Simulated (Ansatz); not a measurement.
# SnH, doublet: reading a ladder of total energies

Geometry: that of the SnH⁻, singlet, kept fixed.

```xyz
2

Sn    0.0000    0.0000    0.0000
H     0.0000    0.0000    1.8060
```

Basis def2-TZVPD with its core potentials; Ansatz 0.2.0. Correlated methods freeze the noble-gas cores and the filled d shells of p-block atoms, which leaves 5 electrons in 56 orbitals. R marks a restricted (for open shells ROHF) determinant. No spin–orbit coupling is included; scalar relativity enters through the core potentials alone.

Full CI is exact within this basis and frozen core; it isn't the basis-set limit.

RCCSD has a T1 diagnostic of 0.021 and a largest doubles amplitude of 0.06.

Runs differ by some tens of microhartree through their thresholds and, for an open shell, their frozen cores, so steps under 0.03 kcal/mol mean nothing.

Here the R and U totals at CCSDT(Q) differ by 0.14 kcal/mol, a measure of how far such totals hang on the determinant and its frozen core.

```csv
level,total energy (hartree)
RHF,-213.899637
RMP2,-213.968815
RCCSD,-213.987932
RCCSD(T),-213.990206
RCCSDT,-213.990774
RCCSDT(Q),-213.990830
RCCSDTQ,-213.990843
full CI,-213.990813
```

**Question.** What is the correlation energy at full CI, and what share of it do RMP2 and RCCSD recover?

**Answer.** E(corr) = -213.990813 − (-213.899637) = -0.091176 hartree = -2.481 eV. RMP2: -0.069178 / -0.091176 = 75.87 %. RCCSD: -0.088295 / -0.091176 = 96.84 %.

**Question.** By how many kcal/mol does RCCSD(T) miss full CI (1 hartree = 627.509 kcal/mol), and which steps make up the rest?

**Answer.** -213.990206 − (-213.990813) = 0.000607 hartree = 0.38 kcal/mol. Steps: RCCSDT − RCCSD(T) = -0.36, RCCSDT(Q) − RCCSDT = -0.04, RCCSDTQ − RCCSDT(Q) = -0.01, full CI − RCCSDTQ = 0.02 kcal/mol. That is within 1 kcal/mol of the reference in this basis, which itself misses far more of the correlation at the basis-set limit.
